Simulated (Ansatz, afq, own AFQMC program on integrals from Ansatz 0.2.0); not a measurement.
## GeHO⁺, triplet in cc-pVTZ, levels against CCSDT(Q)

```xyz
3

Ge    0.0000   -0.0405    0.2854
O     0.0000    0.0973   -1.3603
H     0.0000    1.3757    1.0274
```

Connectivity, by distances: GeH–O.

Basis cc-pVTZ. Only valence electrons are correlated. Ansatz 0.2.0 and our own AFQMC program on the same integrals; the CISD trial comes from CCSD amplitudes, and released means the phaseless constraint is let go. Error bars are statistical, one sigma. No spin–orbit coupling.

Determinant: UHF, the one that the program's search chose, which needn't be the lowest solution. The geometry is a PBE0/def2-TZVP stationary point of this or a neighbouring charge and spin state.

No full CI on the walks' own integrals is used here; CCSDT(Q) serves as the reference and is uncertain by about the last step of the cluster series.

Cautions: no relativity below Rb; no spin-orbit coupling; inner d shell frozen; lower spins were not checked.

* T1 diagnostic: 0.0268
* weight of the determinant in the CISD state: 0.897
* ⟨S²⟩ of the determinant: 2.028
* size of the correlated space: 10 electrons in 72 orbitals

Reference: CCSDT(Q), correlation energy -7.764 eV. The released energy is read at 2.40 1/Eh (meV from the phaseless value at times in 1/Eh: -19 ± 7 at 0.24, -20 ± 4 at 0.51, -26 ± 6 at 0.99, -14 ± 5 at 1.62, -22 ± 7 at 2.40).

```tsv
level	E − E(reference) (meV)	share of correlation (%)
HF	7764.5	0.00
MP2	941.9	87.87
CCSD	313.9	95.96
CCSD(T)	48.5	99.38
CCSDT	15.8	99.80
ph-AFQMC/CISD	30.8 ± 5.7	99.60
released AFQMC	8.9 ± 6.6	99.89
```

A walk keeps the symmetry of its determinant, which the program's search chose and which needn't be the lowest solution, so a lower state of the same spin and another symmetry isn't excluded. Released energies are given only where the last usable release times agree within the noise; a slower fall can still hide under it.
